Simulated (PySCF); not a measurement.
# Do core-level shifts follow atomic charges?

Species: 4-methyloxazole, C₄H₅NO.
Cartesian coordinates in Å at the GFN2-xTB level; atoms count from 1:
```
atom  x, y, z in Å
C1    -1.6726   -0.2205   -0.0300
C2    -0.1986   -0.0478   -0.0147
C3     0.5539    1.0840    0.0870
O4     1.8599    0.7280    0.0691
C5     1.8426   -0.6025   -0.0435
N6     0.6602   -1.1147   -0.0972
H7    -2.0445   -0.3609    0.9843
H8    -2.1552    0.6538   -0.4590
H9    -1.9254   -1.1039   -0.6095
H10    0.3144    2.1234    0.1701
H11    2.7707   -1.1363   -0.0827
```

Binding energies: delta-SCF UKS SCAN, pcX-2 on the ionised atom, pcseg-1 elsewhere, spin-free X2C in PySCF 2.14.0. Charges: PBE0/pcSseg-1 ground-state density, for the ionised atom.

| atom | environment | C 1s (eV) | Mulliken (e) | IAO (e) | Hirshfeld (e) | ESP (e) |
| --- | --- | --- | --- | --- | --- | --- |
| C1 | benzylic-type carbon | 291.02 | -0.132 | -0.434 | -0.116 | -0.660 |
| C2 | substituted aromatic carbon | 291.39 | -0.148 | +0.066 | +0.023 | +0.542 |
| C3 | aromatic CH next to a ring oxygen | 291.70 | +0.112 | -0.050 | -0.012 | -0.261 |
| C5 | aromatic CH next to a ring nitrogen | 292.68 | +0.312 | +0.146 | +0.081 | +0.352 |

Q: How well does each charge scheme correlate with the binding energies over these sites?

A: Mulliken: r = 0.94, slope 3.1 eV per e; Hirshfeld: r = 0.85, slope 7.3 eV per e; IAO: r = 0.76, slope 2.1 eV per e; ESP: r = 0.53, slope 0.7 eV per e. Mulliken charges have the highest r, on only 4 points.

Q: The point-charge model writes a binding energy as kq + V + constant, with V the potential of the other atoms' charges at the site. What does it give with the Mulliken charges?

A: V = Σ 14.40 eV Å × q/r over all other atoms: +2.78 eV at C1, -0.67 eV at C2, -2.85 eV at C3, -5.61 eV at C5. Fitting binding energy − V to q gives k = 17.7 eV per e and leaves an rms residual of 1.45 eV, against 0.20 eV for the fit on q alone. The model has no term for differences in relaxation between sites.

Geometry: GFN2-xTB; no solvent, vibrations or thermal averaging.
